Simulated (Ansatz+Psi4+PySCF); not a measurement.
# singlet O₃: levels of theory in one basis

```yaml
atoms:
  - { symbol: O, position_ang: [0.0000, 1.1038, -0.2285] }
  - { symbol: O, position_ang: [0.0000, 0.0000, 0.4571] }
  - { symbol: O, position_ang: [0.0000, -1.1038, -0.2285] }
```

Basis set: cc-pVTZ (spherical functions). Correlated methods keep 3 orbitals frozen. Charge 0, multiplicity 1.

Computed with Ansatz (development build ahead of 0.2.0) and Psi4 1.11; each method stands on the lowest determinant of its kind that the runs found.

| method | E − E(RHF) (eV) | <S²> of the determinant |
| --- | --- | --- |
| RHF | 0.00 | 0.00 |
| RHF-CCSD | -20.49 | – |
| RHF-CCSD(T) | -21.85 | – |

(1) What does RHF-MP2 give on the same scale?

Answers

(1) -21.49 eV.

Caution: unrestricted orbitals would lower the determinant. Caution for RHF-MP2, RHF-CCSD, RHF-CCSD(T): large share of triples, a single reference is doubtful. Caution for RHF-CCSD, RHF-CCSD(T): the program doubts this total.
